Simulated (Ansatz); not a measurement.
Input file:

```yaml
crystal:
  periodic: [false, false, false]
  atoms:
    - {symbol: O, position_ang: [-2.622810, -0.009969, -0.000001]}
    - {symbol: H, position_ang: [-2.872119, 0.916606, -0.000001]}
    - {symbol: H, position_ang: [-1.730810, -0.009969, -0.000001]}
    - {symbol: Ge, position_ang: [0.597190, -0.009969, 0.000000]}
    - {symbol: H, position_ang: [1.065858, -1.475884, 0.000000]}
    - {symbol: H, position_ang: [1.065860, 0.722988, -1.269519]}
    - {symbol: H, position_ang: [1.065858, 0.722988, 1.269520]}
basis:
  gaussian: {orbitals: cc-pVDZ}
magnetization: {spin_polarized: true, initial_magnetization: 1}
correlation: {method: ccsdt_q, electrons: outside_noble_gas}
```

```sh
$ ansatz run in.yaml --threads 4 --pin off --events-out ev --progress --plain --max-ram 10009MiB
```

The program prints:

```
1252 factors; integrals over basis functions are off by at most 2.4e-7 eV
mean field evaluation 1: about -58585.0025 eV, gradient 2.3e1 eV
mean field evaluation 2: about -58585.0332 eV, gradient 2.3e1 eV
mean field evaluation 4: about -58587.3967 eV, gradient 1.8e0 eV
mean field evaluation 8: about -58587.4371 eV, gradient 2.0e-1 eV
mean field evaluation 16: about -58586.8222 eV, gradient 1.3e1 eV
mean field -58587.43805856 eV, -2153.0486366604 hartree, gradient 2.7e-6 eV, S^2 0.754528; 0 other end points of the search recorded, 0 dependent functions left out
15 core orbitals not correlated: weight in the atoms' cores, before any rotation towards them, 0.999 or more for the frozen orbitals, at most 0.000 for the correlated occupied ones
reference -58587.43805856 eV, -2153.0486366604 hartree; 8, 7 occupied and 43, 44 virtual orbitals, 1252 factors
second order -8.00691500 eV of doubles, -0.00000000 eV of singles
cycle   1  -8.64140065 eV  change   -6.3e-1 eV  update   7.0e-2
cycle   2  -9.04145317 eV  change   -4.0e-1 eV  update   2.8e-2
cycle   3  -9.12410033 eV  change   -8.3e-2 eV  update   1.3e-2
cycle   4  -9.11838249 eV  change    5.7e-3 eV  update   4.5e-3
cycle   5  -9.11805589 eV  change    3.3e-4 eV  update   2.4e-3
cycle   6  -9.11862392 eV  change   -5.7e-4 eV  update   9.9e-4
cycle   7  -9.11832502 eV  change    3.0e-4 eV  update   5.0e-4
cycle   8  -9.11831921 eV  change    5.8e-6 eV  update   2.4e-4
cycle   9  -9.11844335 eV  change   -1.2e-4 eV  update   1.1e-4
cycle  10  -9.11848159 eV  change   -3.8e-5 eV  update   5.2e-5
cycle  11  -9.11845104 eV  change    3.1e-5 eV  update   2.6e-5
cycle  12  -9.11845400 eV  change   -3.0e-6 eV  update   1.1e-5
cycle  13  -9.11844946 eV  change    4.5e-6 eV  update   6.1e-6
cycle  14  -9.11844903 eV  change    4.3e-7 eV  update   2.2e-6
cycle  15  -9.11845049 eV  change   -1.5e-6 eV  update   1.2e-6
cycle  16  -9.11845128 eV  change   -7.9e-7 eV  update   5.2e-7
perturbative correction -0.01391730 eV, -0.0005114515 hartree
Total energy: -58596.57042714 eV, -2153.3842450155 hartree
```

Ran on 4 threads of AMD EPYC 9R45, shared host: 15 s wall, 1.3 GiB peak host memory.
